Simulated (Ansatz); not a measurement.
`O=P`, one more setting.

```yaml
crystal:
  periodic: [false, false, false]
  atoms:
    - {symbol: O, position_ang: [0.792451, 0.743868, 0.517276]}
    - {symbol: P, position_ang: [0.235298, -0.550300, 0.069725]}
    - {symbol: H, position_ang: [-1.027750, -0.193568, -0.587012]}
basis:
  gaussian: {orbitals: x2c-TZVPPall, final_grid: {core_spheres: 8, valence_spheres: 7, degree: 23}}
hamiltonian: {xc: {name: B2GP-PLYP}}
```

```sh
$ ansatz run in.yaml --threads 2 --pin off --events-out ev --progress --plain --max-ram 32768MiB --backend cpu
```

Output, abridged:

```
Functional definition: B2GP-PLYP
  name "B2GP-PLYP"
  cite "Karton, Tarnopolsky, Lamère, Schatz & Martin, J. Phys. Chem. A 112, 12868 (2008) doi:10.1021/jp801805p"
  cite "Becke, Phys. Rev. A 38, 3098 (1988) doi:10.1103/PhysRevA.38.3098"
  cite "Lee, Yang & Parr, Phys. Rev. B 37, 785 (1988) doi:10.1103/PhysRevB.37.785"
  parameter a = 0.65
  parameter c = 0.36
  exchange = (1 - a)*b88_x + a*exact_x
  correlation = (1 - c)*lyp_c + c*(mp2_os + mp2_ss)
532 factors; integrals over basis functions are off by at most 9.3e-4 eV
mean field evaluation 1: about -11361.5787 eV, gradient 4.7e1 eV
mean field evaluation 2: about -11361.5810 eV, gradient 4.7e1 eV
mean field evaluation 4: about -11365.6902 eV, gradient 2.8e0 eV
mean field evaluation 8: about -11365.7177 eV, gradient 2.4e-1 eV
mean field evaluation 16: about -11365.7180 eV, gradient 5.1e-5 eV
mean field -11365.71802355 eV, -417.6824334050 hartree, gradient 2.7e-6 eV, S^2 0.000000; 0 other end points of the search recorded, 0 dependent functions left out
6 core orbitals not correlated: weight in the atoms' cores, before any rotation towards them, 1.000 or more for the frozen orbitals, at most 0.000 for the correlated occupied ones
reference -11365.71809304 eV, -417.6824359589 hartree; 6, 6 occupied and 75, 75 virtual orbitals, 532 factors
second order -12.11261782 eV of doubles, -0.00000000 eV of singles
Total energy: -11370.07863546 eV, -417.8426829369 hartree
Relativity: scalar
```

Hardware: 2 threads of an AMD EPYC 7R13 on a shared host. Wall time 1 s, peak host memory 0.2 GiB.
